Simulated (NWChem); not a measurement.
# acetonitrile (C2H3N); SMILES CC#N

Computed with NWChem. Coordinates come from a PBE0/def2-SVP optimisation. Level PBE/def2-SVP: single points from the atomic guess with DIIS by default; each run changes one setting, and all converged runs end within 0.3 mHa of each other. cgmin counts macro-iterations, each dearer than a DIIS step.

Q: Which setting needs the most SCF iterations, or fails (occupation smearing of 0.005 Ha; no DIIS, 40 % damping; DIIS on 20 Fock matrices; defaults; level shift of 0.5 Ha throughout; quadratically convergent solver (cgmin))?

A: no DIIS, 40 % damping, which doesn't converge.
```json
[
 {"setting": "defaults", "SCF iterations": "9"},
 {"setting": "quadratically convergent solver (cgmin)", "SCF iterations": "5"},
 {"setting": "level shift of 0.5 Ha throughout", "SCF iterations": "16"},
 {"setting": "occupation smearing of 0.005 Ha", "SCF iterations": "9"},
 {"setting": "DIIS on 20 Fock matrices", "SCF iterations": "8"},
 {"setting": "no DIIS, 40 % damping", "SCF iterations": "not converged in 200"}
]
```
